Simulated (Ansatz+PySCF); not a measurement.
Two shapes of doublet CH₃O.

Shape 1:

```xyz
5

C     0.0389   -0.0401   -0.6771
O     0.0220   -0.0478    0.6755
H    -0.0375    0.8573    0.9973
H     0.0420   -1.0353   -1.1251
H    -0.4135    0.8010   -1.2138
```

Shape 2:

```xyz
5

C     0.0420   -0.0433   -0.7312
O     0.0237   -0.0517    0.7296
H    -0.0405    0.9259    1.0771
H     0.0454   -1.1182   -1.2151
H    -0.4466    0.8651   -1.3110
```

Basis set: def2-SVP (spherical functions). Frozen core: 2 orbitals. Correlation on ROHF uses semicanonical orbitals with singles. Charge 0, multiplicity 2.

Computed with Ansatz (development build ahead of 0.2.0); each method stands on the lowest determinant of its kind that the runs found.

Task: Which shape is lower in energy, and by how much in each method?

Result:

```json
{"method": "UHF", "E(2) − E(1) (eV)": "0.774"}
{"method": "ROHF-MP2", "E(2) − E(1) (eV)": "0.597"}
{"method": "UHF-MP2", "E(2) − E(1) (eV)": "0.595"}
{"method": "ROHF-CCSD", "E(2) − E(1) (eV)": "0.564"}
{"method": "ROHF-CCSD(T)", "E(2) − E(1) (eV)": "0.535"}
```

Shape 1 is lower.
